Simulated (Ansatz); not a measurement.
Saddle point of BH3O, closed shell (BH₃O ([BH2][OH]) → BHO ([BH][O]) + H₂; bonds formed: H2–H4; bonds broken: B1–H2, O3–H4), PBE0-D4/def2-TZVP structure:

```tsv
atom	x (Å)	y (Å)	z (Å)
B1	0.0379	0.2075	-0.3201
H2	0.1985	0.1173	1.0948
O3	-0.4588	-0.9175	-0.6834
H4	-0.1820	-0.6786	0.6286
H5	0.4044	1.2714	-0.7198
```

Energies are electronic, without zero-point energy. Barriers and step energies count from the start structure reached by relaxing down the imaginary mode; all methods use the PBE0-D4 structures, on which another method's saddle can fall below an end. Computed with Ansatz 0.2.0 (basis: def2-TZVPP, with def2-QZVPP for the basis limit); correlated methods freeze the cores. B3LYP uses VWN-RPA correlation. Extrapolation: Hartree–Fock as exp(−7.88 √X), correlation as X^−2.97.

```csv
method,barrier (kcal/mol),step energy (kcal/mol)
SPW92,50.26,21.88
PBE-D4,52.39,14.70
BLYP-D4,54.82,10.15
r2SCAN-D4,56.15,16.08
B97M-V,57.87,15.85
PBE0-D4,58.37,18.84
B3LYP-D4,59.48,14.31
r2SCAN0-D4,60.53,19.28
BHLYP-D4,66.34,18.84
CAM-B3LYP-D4,?,16.56
wB97X-V,61.54,17.40
wB97M-V,?,15.79
B2PLYP,59.82,13.39
PBE-QIDH,61.31,18.64
RPA on PBE,?,13.33
HF,76.60,19.57
MP2,59.22,12.73
CCSD,64.26,16.24
CCSD(T),61.42,14.65
```

Fill in the withheld barriers. (An estimate is asked for; the value comes from the calculation.)

The calculation gives: CAM-B3LYP-D4 61.43; RPA on PBE 60.55; wB97M-V 60.53 kcal/mol. Each is the energy of the saddle less that of the start structure, by the same method.

For comparison, the barrier by CCSD(T) at an estimated basis limit (MP2 extrapolated from triple and quadruple zeta, plus CCSD(T) − MP2 in triple zeta) is 60.95 kcal/mol.

The T1 diagnostic stays at or below 0.021.

Labels in which every atom is bracketed show which atoms are joined, not bond orders.

For scale, one of the runs: CCSD(T)/def2-TZVPP, 104 basis functions, launched by `ansatz run in.yaml --threads 2 --pin off --events-out ev --progress --plain --max-ram 4352MiB`. Hardware: 2 CPU threads of an Arm Neoverse V2, shared host. Wall time about 2.1 s.
